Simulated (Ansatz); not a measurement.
System: OCl (charge 0, doublet). 
Geometry from a B3LYP-D3(BJ)/def2-TZVP (Ansatz, an electronic-structure program) optimisation:
```
Cl
O 1 1.5797
```
Charge 0, spin multiplicity 2.

Computed values are from Ansatz. Correlated levels leave the core frozen unless marked. UHF or UKS for open shells. No spin-orbit coupling. No relativistic terms. CBS(X,Y): correlation extrapolated as X^-3; Hartree-Fock from the larger set (for Q and 5 zeta extrapolated as (X+1)exp(-9√X)).

```
Property                                                                                                                                 Result
-------------------------------------------------------------------  --------------------------------------------------------------------------
atomisation energy De                                                                      270.3 kJ/mol at CCSD(T)/CBS(cc-pV(Q+d)Z,cc-pV(5+d)Z)
vertical ionisation energy (to the triplet)                                            11.08 eV at CCSD(T)/CBS(aug-cc-pV(T+d)Z,aug-cc-pV(Q+d)Z)
vertical electron affinity (to the singlet; negative means unbound)                     2.22 eV at CCSD(T)/CBS(aug-cc-pV(T+d)Z,aug-cc-pV(Q+d)Z)
total energy                                                                               -534.8151 Eh at CCSD(T)/CBS(cc-pV(Q+d)Z,cc-pV(5+d)Z)
dipole moment                                                                                                 1.29 D at CCSD(T)/aug-cc-pV(D+d)Z
T1 diagnostic                                                                                                         0.039 at CCSD/cc-pV(5+d)Z
measured enthalpy of formation, 298 K                                101.3 kJ/mol (G2/97 table in ASE (Curtiss et al.); older table, unchecked)
measured ionisation energy, adiabatic                                                    10.89 eV (CCCBDB table in ASE; older table, unchecked)
```
